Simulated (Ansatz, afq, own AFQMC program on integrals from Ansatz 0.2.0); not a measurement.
AFQMC on a folder of integrals that Ansatz 0.2.0 wrote.

```yaml
crystal:
  periodic: [false, false, false]
  atoms:
    - {symbol: S, position_ang: [-0.413593, 1.751480, -1.198962]}
    - {symbol: Al, position_ang: [0.003995, -0.018187, -0.010043]}
    - {symbol: S, position_ang: [1.204633, 0.179661, 1.789668]}
    - {symbol: Cl, position_ang: [-0.743180, -1.895422, -0.592717]}
    - {symbol: H, position_ang: [-1.136649, 1.058664, -2.107706]}
    - {symbol: H, position_ang: [1.126894, -1.140197, 2.073460]}
basis:
  gaussian: {orbitals: def2-TZVP}
magnetization: {spin_polarized: false}
correlation: {method: ccsd_t, electrons: outside_noble_gas, hamiltonian_folder: ham}
```

```sh
$ ansatz run in.yaml --threads 1 --pin off --events-out ev --progress --plain --max-ram 16896MiB --backend cuda --devices 0, --max-vram 18GiB
```

afq runs on the folder ham with

```
--method phaseless --trial cisd --walkers 1100 --populations 20 --least-time 60 --time-step 0.005 --steps-per-block 50 --equilibration-blocks 28 --max-blocks 4000 --target-error 0.0003 --factor-cut 1e-05 --seed 4884 --release-times 0.21,0.42,0.63,0.9 --release-step 0.03 --release-every 5 --taylor-order 6
```

Times are imaginary, in 1/Eh. The walk had a cap of 367 s. With eight or more populations the least sampling time is a fifth of least-time, and the error comes from their spread.

Output of the walk:

```
orbitals 140  electrons 12 12  factors 969 of 980
reference energy -1497.86732491 Eh
CCSD correlation -0.65087140 Eh in 10 cycles, weight of the determinant in the CISD state 0.7616
energy of the start -1498.518187 Eh
 block  time / (1/Eh)  mean weight  energy / Eh
     1     0.250  1.0003  -1498.489673
     2     0.500  1.0000  -1498.501434
     3     0.750  0.9987  -1498.516564
     4     1.000  1.0004  -1498.527249
     5     1.250  1.0006  -1498.533982
    10     2.500  0.9996  -1498.547352
    31     7.750  1.0000  -1498.547259
    56    14.000  0.9987  -1498.550247
    81    20.250  1.0002  -1498.550483
   106    26.500  0.9986  -1498.551194
   131    32.750  0.9995  -1498.550932
   156    39.000  0.9990  -1498.544496
   181    45.250  0.9997  -1498.550609
   201    50.250  0.9990  -1498.556203
   206    51.500  1.0000  -1498.554708
   226    56.500  1.0001  -1498.552118
error from the spread of 20 populations
released: time / (1/Eh)  energy / Eh  error  mean overlap
  0.21  -1498.550369  0.000493  0.9990
  0.42  -1498.550714  0.000443  0.9962
  0.63  -1498.551269  0.000418  0.9932
  0.90  -1498.550251  0.000616  0.9988
energy -1498.550941 +/- 0.000365 Eh
(rows thinned)
```

The run passed its tests (sampling time, drift between the halves within three errors, error under three times the target), which doesn't prove that it has relaxed, ending at its cap on processor time.

Against this walk (error 9.9 meV) on the same determinant: CCSD(T) 92.2 meV higher. The error is statistical and leaves out the bias of the constraint. Released to 0.90 1/Eh the energy moves by 19 ± 19 meV (both errors), within twice the noise.

Cautions: constraint bias not in the error; error above the target (9.9 against 8.2 meV).

The walk took 6.1 min on 1 × NVIDIA H100 80GB HBM3 with 2 threads of AMD EPYC 7R13 Processor (Zen 3) (shared host) (the card was shared). The log's last line is the phaseless energy.
